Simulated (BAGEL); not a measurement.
# C3H4F2 (SMILES FC=CCF): a chain of runs

Aim: the energy (HF/def2-SV(P)), then a single-point energy (NEVPT2(2,2)/def2-SV(P)), then the energy (CASPT2(2,2)/def2-SV(P)) of C3H4F2. 

Program for the calculation: BAGEL 1.2.2.

2 further runs of the same task are left out: 2 set aside as unsound or not needed.

**1. The molecule**

C3H4F2: 9 atoms, total charge 0, spin state singlet. SMILES: `FC=CCF`. The C4–F5 distance was set to 3.191 Å, away from the relaxed value. At this shape a bond of the SMILES string is far longer than usual.

Bond lengths: F1–C2 1.336 Å, C2–C3 1.320 Å, C3–C4 1.485 Å, C2–H6 1.084 Å, C3–H7 1.084 Å, C4–H8 1.095 Å, C4–H9 1.091 Å. Angles: F1–C2–C3 122.6°, C2–C3–C4 124.9°, F1–C2–H6 112.2°, C3–C2–H6 125.2°, C2–C3–H7 117.2°, C4–C3–H7 117.9°, C3–C4–H8 111.0°, C3–C4–H9 111.5°, H8–C4–H9 109.1°.

**2. A single-point energy at HF/def2-SV(P) (density fitting with svp-jkfit) (run 1)**

job.json

```json
{ "bagel": [

{
  "title": "molecule",
  "basis": "def2-sv_p_.json",
  "df_basis": "svp-jkfit",
  "geometry": [
    { "atom": "F", "xyz": [    -6.33722490,    -0.29640732,    -1.72492122 ] },
    { "atom": "C", "xyz": [    -4.42009775,    -1.77039370,    -2.45170989 ] },
    { "atom": "C", "xyz": [    -2.47991594,    -2.28364331,    -0.96921974 ] },
    { "atom": "C", "xyz": [    -2.15941839,    -1.31874916,     1.64559430 ] },
    { "atom": "F", "xyz": [     3.13052030,     1.53332378,     2.14238251 ] },
    { "atom": "H", "xyz": [    -4.66973057,    -2.47885202,    -4.35674279 ] },
    { "atom": "H", "xyz": [    -1.02010251,    -3.50421742,    -1.72756684 ] },
    { "atom": "H", "xyz": [    -2.13995421,    -2.87191506,     3.01243320 ] },
    { "atom": "H", "xyz": [    -3.65627045,     0.00708269,     2.15109603 ] }
  ]
},

{
  "title": "hf"
},

{
  "title": "print",
  "file": "orbitals.molden",
  "orbitals": true
}

]}
```

The basis set def2-SV(P) is read from a file made from the Basis Set Exchange's data (not shown).

Run with:

```bash
$ BAGEL_NUM_THREADS=1 BAGEL job.json > job.out
```

What it wrote:

```text
* using 1 threads per process

  ===============================================================
  ===============================================================

  *** Geometry ***

  { "atom" : "F", "xyz" : [     -6.337225,     -0.296407,     -1.724921 ] },
  { "atom" : "C", "xyz" : [     -4.420098,     -1.770394,     -2.451710 ] },
  { "atom" : "C", "xyz" : [     -2.479916,     -2.283643,     -0.969220 ] },
  { "atom" : "C", "xyz" : [     -2.159418,     -1.318749,      1.645594 ] },
  { "atom" : "F", "xyz" : [      3.130520,      1.533324,      2.142383 ] },
  { "atom" : "H", "xyz" : [     -4.669731,     -2.478852,     -4.356743 ] },
  { "atom" : "H", "xyz" : [     -1.020103,     -3.504217,     -1.727567 ] },
  { "atom" : "H", "xyz" : [     -2.139954,     -2.871915,      3.012433 ] },
  { "atom" : "H", "xyz" : [     -3.656270,      0.007083,      2.151096 ] },

  Number of auxiliary basis functions:      451

  Since a DF basis is specified, we compute 2- and 3-index integrals:
    o Being stored without compression. Storage requirement is 0.022 GB

  Number of basis functions:       78
  Number of electrons      :       40

    * METHOD: MOLECULE                             0.20

  *** RHF ***

  === Nuclear Repulsion ===
   143.1623592551

      * DIIS with orbital gradients will be used.

  === RHF iteration (def2-sv_p_.json) ===
      0       -313.92389767          0.02134953           0.06
      1       -312.97937584          0.03292251           0.06
      2       -314.14649050          0.01068503           0.06
      3       -314.20408081          0.00580503           0.05
      4       -314.22853954          0.00273170           0.06
      5       -314.23883075          0.00139012           0.06
      6       -314.24518081          0.00077842           0.05
      7       -314.24755183          0.00044970           0.06
      8       -314.24779069          0.00015737           0.06
      9       -314.24785895          0.00006942           0.05
     10       -314.24786783          0.00003896           0.06
     11       -314.24787303          0.00002266           0.06
     12       -314.24787519          0.00001603           0.05
     13       -314.24787681          0.00001145           0.06
     14       -314.24787785          0.00000857           0.05
     15       -314.24787816          0.00000414           0.05
     16       -314.24787825          0.00000133           0.05
     17       -314.24787826          0.00000079           0.05
     18       -314.24787826          0.00000029           0.05
     19       -314.24787826          0.00000016           0.05
     20       -314.24787826          0.00000012           0.06
     21       -314.24787826          0.00000008           0.05
     22       -314.24787826          0.00000005           0.05
     23       -314.24787826          0.00000004           0.06
     24       -314.24787826          0.00000003           0.05
     25       -314.24787826          0.00000001           0.05
     26       -314.24787826          0.00000001           0.05
    * SCF iteration converged.

    * Permanent dipole moment:
           (    3.718233,     2.481694,     1.378215) a.u.

    * METHOD: HF                                   1.62

    * METHOD: PRINT                                0.02

  ===============================================================
```

Run time: 2 s. Hardware: 1 thread of Arm Neoverse V1, shared host; peak memory 0.14 GiB.

**3. A single-point energy at NEVPT2(2,2)/def2-SV(P) (density fitting with svp-jkfit) (run 2)**

input.json

```json
{ "bagel": [

{
  "title": "molecule",
  "basis": "def2-sv_p_.json",
  "df_basis": "svp-jkfit",
  "angstrom": false,
  "geometry": [
    { "atom": "F", "xyz": [ -6.33722490, -0.29640732, -1.72492122 ] },
    { "atom": "C", "xyz": [ -4.42009775, -1.77039370, -2.45170989 ] },
    { "atom": "C", "xyz": [ -2.47991594, -2.28364331, -0.96921974 ] },
    { "atom": "C", "xyz": [ -2.15941839, -1.31874916,  1.64559430 ] },
    { "atom": "F", "xyz": [  3.13052030,  1.53332378,  2.14238251 ] },
    { "atom": "H", "xyz": [ -4.66973057, -2.47885202, -4.35674279 ] },
    { "atom": "H", "xyz": [ -1.02010251, -3.50421742, -1.72756684 ] },
    { "atom": "H", "xyz": [ -2.13995421, -2.87191506,  3.01243320 ] },
    { "atom": "H", "xyz": [ -3.65627045,  0.00708269,  2.15109603 ] }
  ]
},
{
  "title": "hf"
},
{
  "title": "casscf",
  "nstate": 1,
  "nact": 2,
  "nclosed": 19,
  "active": [20, 21],
  "maxiter": 200,
  "natocc": true
},
{
  "title": "nevpt2",
  "nstate": 1,
  "nact": 2,
  "nclosed": 19,
  "active": [20, 21],
  "maxiter": 200,
  "natocc": true,
  "ncore": 5
},
{
  "title": "print",
  "file": "orbitals.molden",
  "orbitals": true
}

]}
```

The basis set def2-SV(P) is read from a file made from the Basis Set Exchange's data (not shown).

Run with:

```bash
$ BAGEL_NUM_THREADS=1 BAGEL input.json > input.out
```

What it wrote:

```text
* using 1 threads per process

  ===============================================================
  ===============================================================

  *** Geometry ***

  { "atom" : "F", "xyz" : [     -6.337225,     -0.296407,     -1.724921 ] },
  { "atom" : "C", "xyz" : [     -4.420098,     -1.770394,     -2.451710 ] },
  { "atom" : "C", "xyz" : [     -2.479916,     -2.283643,     -0.969220 ] },
[... 5 lines of this table left out ...]
  { "atom" : "H", "xyz" : [     -3.656270,      0.007083,      2.151096 ] },

  Number of auxiliary basis functions:      451

  Since a DF basis is specified, we compute 2- and 3-index integrals:
    o Being stored without compression. Storage requirement is 0.022 GB

  Number of basis functions:       78
  Number of electrons      :       40

    * METHOD: MOLECULE                             0.20

  *** RHF ***

  === Nuclear Repulsion ===
   143.1623592551

      * DIIS with orbital gradients will be used.

  === RHF iteration (def2-sv_p_.json) ===
      0       -313.92389767          0.02134953           0.06
      1       -312.97937584          0.03292251           0.05
      2       -314.14649050          0.01068503           0.06
[... 23 lines of this table left out ...]
     26       -314.24787826          0.00000001           0.05
    * SCF iteration converged.

    * Permanent dipole moment:
           (    3.718233,     2.481694,     1.378215) a.u.

    * METHOD: HF                                   1.62

  ---------------------------
      CASSCF calculation
  ---------------------------

    ==== Active orbitals : =====
         Orbital 20
         Orbital 21
    ============================

    * nstate   :      1
    * nclosed  :     19
    * nact     :      2
    * nvirt    :     57
  === CASSCF iteration (def2-sv_p_.json) ===

    * Using the second-order algorithm

      0  0      -314.30830040     2.74e-02      0.02

      1  0      -314.38389653     3.90e-03      0.39
[... 19 lines of this table left out ...]
     11  0      -314.38916866     9.81e-09      0.36

    * Second-order optimization converged. *

     guess   0:   closed 1.                   open ..

  === FCI iteration ===

      0  0      -314.15931693     1.54e-01      0.00
      1  0      -314.35704002     5.35e-02      0.00
      2  0 *    -314.38916866     3.84e-16      0.00

     * ci vector, state   0, <S^2> = 0.0000
       2.     0.7713232297
       .2    -0.6364436151

    * METHOD: CASSCF                               4.67

    * freezing 5 orbitals

  === DF-NEVPT2 calculation ===

    * 3-index integral transformation done
    * assembly done

      NEVPT2 correlation energy:   -0.6784695079      0.19

          (+0)     -0.5776314109
          (+0)'    -0.0157365535
          (+1)     -0.0202780928
          (+1)'    -0.0000000000
          (+2)     -0.0000805727
          (-1)     -0.0646354306
          (-1)'     0.0000000000
          (-2)     -0.0001074475

      NEVPT2 total energy:       -315.0676381644

    * METHOD: NEVPT2                               0.32

    * METHOD: PRINT                                0.02

  ===============================================================
```

Wall time 7.2 s (1 thread of Arm Neoverse V1, shared host); peak memory 0.14 GiB.

**4. A single-point energy at CASPT2(2,2)/def2-SV(P) (density fitting with svp-jkfit) (run 3)**

Changes to job.json since step 2:

```diff
@@ -6,2 +6,3 @@
   "df_basis": "svp-jkfit",
+  "angstrom": false,
   "geometry": [
@@ -20,3 +21,15 @@
 {
-  "title": "hf"
+  "title": "hf",
+  "charge": 0
+},
+
+{
+  "title": "casscf",
+  "nstate": 1,
+  "nact": 2,
+  "nclosed": 19,
+  "charge": 0,
+  "active": [20, 21],
+  "maxiter": 200,
+  "natocc": true
 },
@@ -27,2 +40,13 @@
   "orbitals": true
+},
+
+{
+  "title": "smith",
+  "method": "caspt2",
+  "ms": true,
+  "xms": true,
+  "sssr": true,
+  "shift": 0.2,
+  "shift_imag": true,
+  "ncore": 5
 }
```

The basis set def2-SV(P) is read from a file made from the Basis Set Exchange's data (not shown).

Run with:

```bash
$ BAGEL_NUM_THREADS=1 BAGEL job.json > job.out
```

What it wrote:

```text
* using 1 threads per process

  ===============================================================
  ===============================================================

  *** Geometry ***

  { "atom" : "F", "xyz" : [     -6.337225,     -0.296407,     -1.724921 ] },
  { "atom" : "C", "xyz" : [     -4.420098,     -1.770394,     -2.451710 ] },
  { "atom" : "C", "xyz" : [     -2.479916,     -2.283643,     -0.969220 ] },
[... 5 lines of this table left out ...]
  { "atom" : "H", "xyz" : [     -3.656270,      0.007083,      2.151096 ] },

  Number of auxiliary basis functions:      451

  Since a DF basis is specified, we compute 2- and 3-index integrals:
    o Being stored without compression. Storage requirement is 0.022 GB

  Number of basis functions:       78
  Number of electrons      :       40

    * METHOD: MOLECULE                             0.20

  *** RHF ***

  === Nuclear Repulsion ===
   143.1623592551

      * DIIS with orbital gradients will be used.

[... 6 lines left out ...]
    * SCF iteration converged.
[... 1 line left out ...]
    * Permanent dipole moment:
[... 27 lines left out ...]
    * Second-order optimization converged. *
[... 9 lines left out ...]
     * ci vector, state   0, <S^2> = 0.0000
[... 16 lines left out ...]
    * Zeroth order energy : state  0       -0.4986262572

    * CASPT2 iteration is performed using orthogonal basis

      -------------------------------------------  CASPT2 iteration  ---------------------------------------------------
       #      aibj      arbs      arbi      airj      risj      airs      arst      rist         Etot      error   time
      ------------------------------------------------------------------------------------------------------------------

       0  -0.57576  -0.00013  -0.07080  -0.02261  -0.00015  -0.01594  -0.00000   0.00000   -0.6854009  0.0006608   0.11
       1  -0.57580  -0.00013  -0.07088  -0.02263  -0.00015  -0.01607  -0.00000  -0.00000   -0.6856585  0.0000836   0.09
       2  -0.57580  -0.00013  -0.07088  -0.02263  -0.00015  -0.01607  -0.00000  -0.00000   -0.6856641  0.0000129   0.09
       3  -0.57580  -0.00013  -0.07088  -0.02263  -0.00015  -0.01607  -0.00000  -0.00000   -0.6856642  0.0000021   0.09
       4  -0.57580  -0.00013  -0.07088  -0.02263  -0.00015  -0.01607   0.00000  -0.00000   -0.6856642  0.0000003   0.10

      ------------------------------------------------------------------------------------------------------------------

    * CASPT2 energy : state  0     -315.0777829383
        w/o shift correction       -315.0748328789
        reference weight              0.8362962069

    * METHOD: SMITH                                0.73

  ===============================================================
```

Run time: 7.5 s. Hardware: 1 thread of Arm Neoverse V1, shared host; peak memory 0.2 GiB.

**5. Outcome**

```
                                   quantity          value
         run 1, HF/def2-SV(P): total energy  -314.24788 Eh
        run 1, HF/def2-SV(P): dipole moment        11.89 D
          run 1, HF/def2-SV(P): HOMO energy       -8.57 eV
          run 1, HF/def2-SV(P): LUMO energy       -2.28 eV
        run 1, HF/def2-SV(P): HOMO–LUMO gap        6.29 eV
run 2, NEVPT2(2,2)/def2-SV(P): total energy  -315.06764 Eh
run 3, CASPT2(2,2)/def2-SV(P): total energy  -315.07778 Eh
```

**Reading.** One bond (run 1, HF/def2-SV(P)) is far stretched, which a spin-restricted single reference describes badly; a broken-symmetry solution may lie lower.
